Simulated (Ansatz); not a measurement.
# One shape, several levels: SiPH4 (SMILES [SiH2]P)

Wanted: a comparison of 6 runs (U-r2SCAN0/STO-3G, U-revPBE/STO-3G, U-wB97X/STO-3G, UB2PLYP/STO-3G, UB3LYP/STO-3G, UCCSDTQ/STO-3G) of SiPH4. 

Program for the calculation: Ansatz 0.2.0.

47 further runs of the same task are left out: 47 set aside as unsound or not needed.

## (1) The molecule

SiPH4: 6 atoms, total charge 0, spin state doublet. As SMILES, `[SiH2]P`. The H3–Si1 distance was set to 2.200 Å, away from the relaxed value. At this shape a bond of the SMILES string is far longer than usual.

Bond lengths: Si1–P2 2.220 Å, Si1–H4 1.466 Å, P2–H5 1.384 Å, P2–H6 1.384 Å. Angles: Si1–P2–H5 96.4°, Si1–P2–H6 96.4°, P2–Si1–H4 109.7°, H5–P2–H6 92.6°. A long bond or contact: Si1–H3 2.200 Å.

## (2) A single-point energy at U-r2SCAN0/STO-3G (run 1)

The input, run.yaml:

```yaml
crystal:
  periodic: [false, false, false]
  atoms:
    - {symbol: Si, position_ang: [0.340854, -0.616805, -0.700990]}
    - {symbol: P, position_ang: [-0.124836, 1.539315, -0.454110]}
    - {symbol: H, position_ang: [-0.300620, -1.724700, 1.087920]}
    - {symbol: H, position_ang: [-0.365426, -1.144995, -1.872630]}
    - {symbol: H, position_ang: [0.648514, 1.986465, -1.511630]}
    - {symbol: H, position_ang: [0.870684, 1.807295, 0.469800]}
basis:
  gaussian:
    orbitals: STO-3G
magnetization:
  spin_polarized: true
  initial_magnetization: 1
hamiltonian:
  xc: {name: r2SCAN0}
accuracy: high
```

The run is started by

```sh
$ ansatz run run.yaml --threads 1 --pin off --max-ram 2610MiB --events-out events.jsonl --progress --plain --runs-dir runs
```

The log of the run:

```text
Warning: RAYON_NUM_THREADS=1 ignored (pool sized by the plan → 1); use --threads N
Functional definition: r2SCAN0
  name "r2SCAN0"
  parameter a = 0.25
  parameter k0 = 0.174
  parameter k1 = 0.065
  parameter a1 = 4.9479
  exchange = (1 - a)*r2scan_x(k0 = k0, k1 = k1, a1 = a1) + a*exact_x
  correlation = r2scan_c
390 factors; integrals over basis functions are off by at most 2.6e-9 eV
mean field evaluation 1: about -17027.2593 eV, gradient 1.2e1 eV
mean field evaluation 2: about -17025.7752 eV, gradient 1.6e1 eV
mean field evaluation 4: about -17029.2894 eV, gradient 7.5e-1 eV
mean field evaluation 8: about -17029.2640 eV, gradient 2.3e-1 eV
mean field evaluation 16: about -17029.2782 eV, gradient 4.7e-4 eV
mean field evaluation 32: about -17026.8573 eV, gradient 7.8e0 eV
mean field -17029.27815296 eV, -625.8144292618 hartree, gradient 6.5e-8 eV, S^2 0.821850; 2 other end points of the search recorded, 0 dependent functions left out
reference -17029.27815374 eV, -625.8144292907 hartree; 17, 16 occupied and 5, 6 virtual orbitals, 390 factors
Total energy: -17029.27815374 eV, -625.8144292907 hartree
```

Wall time 4.2 s (1 thread of AMD EPYC 9R14 (Zen 4), shared host); peak memory 0.27 GiB.

## (3) The energy at U-revPBE/STO-3G (run 2)

The input, molecule.yaml:

```yaml
crystal:
  periodic: [false, false, false]
  atoms:
    - symbol: Si
      position_ang: [0.340854, -0.616805, -0.700990]
    - symbol: P
      position_ang: [-0.124836, 1.539315, -0.454110]
    - symbol: H
      position_ang: [-0.300620, -1.724700, 1.087920]
    - symbol: H
      position_ang: [-0.365426, -1.144995, -1.872630]
    - symbol: H
      position_ang: [0.648514, 1.986465, -1.511630]
    - symbol: H
      position_ang: [0.870684, 1.807295, 0.469800]
basis:
  gaussian: {orbitals: STO-3G}
magnetization: {spin_polarized: true, initial_magnetization: 1}
hamiltonian: {xc: {name: revPBE}}
accuracy: high
```

The run is started by

```sh
$ ansatz run molecule.yaml --threads 1 --pin off --max-ram 2610MiB --events-out events.jsonl --progress --plain --runs-dir runs
```

The log of the run:

```text
Warning: RAYON_NUM_THREADS=1 ignored (pool sized by the plan → 1); use --threads N
Functional definition: revPBE
  name "revPBE"
  parameter kappa = 1.245
  parameter beta = 0.06672455060314922
  exchange = pbe_x(kappa = kappa, mu = beta*pi^2/3)
  correlation = pbe_c(beta = beta)
390 factors; integrals over basis functions are off by at most 2.6e-9 eV
mean field evaluation 1: about -17024.3797 eV, gradient 1.5e1 eV
mean field evaluation 2: about -17017.8025 eV, gradient 2.1e1 eV
mean field evaluation 4: about -17027.1091 eV, gradient 2.1e0 eV
mean field evaluation 8: about -17027.0913 eV, gradient 1.2e-1 eV
mean field evaluation 16: about -17027.0919 eV, gradient 3.7e-5 eV
mean field -17027.09189897 eV, -625.7340859096 hartree, gradient 7.4e-8 eV, S^2 0.752676; 0 other end points of the search recorded, 0 dependent functions left out
reference -17027.09190145 eV, -625.7340860010 hartree; 17, 16 occupied and 5, 6 virtual orbitals, 390 factors
Total energy: -17027.09190145 eV, -625.7340860010 hartree
```

Run time: 1.4 s. Hardware: 1 thread of AMD EPYC 9R14 (Zen 4), shared host; peak memory 0.16 GiB.

Runs 3 to 4 aren't shown in full; the table further down has their settings and results.

## (4) A single-point energy at UB3LYP/STO-3G (run 5)

The input, molecule.yaml:

```yaml
basis:
  gaussian:
    orbitals: STO-3G
crystal:
  periodic: [false, false, false]
  atoms:
    - {symbol: Si, position_ang: [0.340854, -0.616805, -0.700990]}
    - {symbol: P, position_ang: [-0.124836, 1.539315, -0.454110]}
    - {symbol: H, position_ang: [-0.300620, -1.724700, 1.087920]}
    - {symbol: H, position_ang: [-0.365426, -1.144995, -1.872630]}
    - {symbol: H, position_ang: [0.648514, 1.986465, -1.511630]}
    - {symbol: H, position_ang: [0.870684, 1.807295, 0.469800]}
total_charge: 0
magnetization:
  spin_polarized: true
  initial_magnetization: 1
hamiltonian:
  xc: {name: B3LYP}
accuracy: high
```

The run is started by

```sh
$ ansatz run molecule.yaml --threads 1 --pin off --max-ram 2610MiB --events-out events.jsonl --progress --plain --runs-dir runs
```

The log of the run:

```text
Warning: RAYON_NUM_THREADS=1 ignored (pool sized by the plan → 1); use --threads N
Functional definition: B3LYP
  name "B3LYP"
  parameter a0 = 0.2
  parameter ax = 0.72
  parameter ac = 0.81
  exchange = (1 - a0 - ax)*slater_x + ax*b88_x + a0*exact_x
  correlation = (1 - ac)*vwn_rpa_c + ac*lyp_c
390 factors; integrals over basis functions are off by at most 2.6e-9 eV
mean field evaluation 1: about -17028.2778 eV, gradient 1.3e1 eV
mean field evaluation 2: about -17025.1739 eV, gradient 1.9e1 eV
mean field evaluation 4: about -17030.6428 eV, gradient 9.7e-1 eV
mean field evaluation 8: about -17030.6098 eV, gradient 1.2e-1 eV
mean field evaluation 16: about -17030.6118 eV, gradient 8.4e-5 eV
mean field -17030.61179982 eV, -625.8634398801 hartree, gradient 9.5e-8 eV, S^2 0.771957; 2 other end points of the search recorded, 0 dependent functions left out
reference -17030.61182915 eV, -625.8634409578 hartree; 17, 16 occupied and 5, 6 virtual orbitals, 390 factors
Total energy: -17030.61182915 eV, -625.8634409578 hartree
```

Run time: 1.9 s. Hardware: 1 thread of AMD EPYC 9R14 (Zen 4), shared host; peak memory 0.16 GiB.

## (5) A single-point energy at UCCSDTQ/STO-3G (run 6)

The input, job.yaml:

```yaml
crystal:
  periodic: [false, false, false]
  atoms:
    - symbol: Si
      position_ang: [0.340854, -0.616805, -0.700990]
    - symbol: P
      position_ang: [-0.124836, 1.539315, -0.454110]
    - symbol: H
      position_ang: [-0.300620, -1.724700, 1.087920]
    - symbol: H
      position_ang: [-0.365426, -1.144995, -1.872630]
    - symbol: H
      position_ang: [0.648514, 1.986465, -1.511630]
    - symbol: H
      position_ang: [0.870684, 1.807295, 0.469800]
basis:
  gaussian:
    orbitals: STO-3G
magnetization:
  spin_polarized: true
  initial_magnetization: 1
scf:
  omitted_lower_state_checks: [cluster_reference, increment]
accuracy: high
correlation:
  method: ccsdtq
  frozen_orbitals: {H: 0, P: 5, Si: 5}
```

The run is started by

```sh
$ ansatz run job.yaml --threads 1 --pin off --max-ram 2610MiB --events-out events.jsonl --progress --plain --runs-dir runs
```

The log of the run:

```text
Warning: RAYON_NUM_THREADS=1 ignored (pool sized by the plan → 1); use --threads N
[... 13 lines left out ...]
10 core orbitals not correlated: weight in the atoms' cores, before any rotation towards them, 1.000 or more for the frozen orbitals, at most 0.000 for the correlated occupied ones
[... 40 lines left out ...]
Total energy: -17001.40922325 eV, -624.7902649853 hartree
Checks for a lower state left out: cluster_reference, increment
```

It took 35 s on 1 thread of AMD EPYC 9R14 (Zen 4), shared host; peak memory 0.28 GiB.

## (6) All runs side by side

```csv
run,level,frozen core orbitals,energy (Eh),⟨S²⟩,wall time
1,U-r2SCAN0/STO-3G,–,-625.814429,0.822,4.2 s
2,U-revPBE/STO-3G,–,-625.734086,0.753,1.4 s
3,U-wB97X/STO-3G,–,-625.827305,0.781,8.7 s
4,UB2PLYP/STO-3G,10,-625.536572,0.890,1.9 s
5,UB3LYP/STO-3G,–,-625.863441,0.772,1.9 s
6,UCCSDTQ/STO-3G,10,-624.790265,1.076,35 s
```

## (7) Outcome

| quantity | value |
| --- | --- |
| run 6: total energy | -624.79026 Eh |
| run 6: correlation energy (10 core orbitals frozen) | -116.0 mEh |
| run 6: ⟨S²⟩ of the reference determinant | 1.076 |
| run 6: T1 diagnostic | 0.072 |

**Reading.** Totals of different functionals can't be ranked against each other. In runs 1, 2, 3, 4, 5, 6 the basis is minimal, so the values are rough. Spin contamination of the reference: run 6 ⟨S²⟩ = 1.08, run 4 ⟨S²⟩ = 0.89. All runs together took 53 s, the longest 35 s.
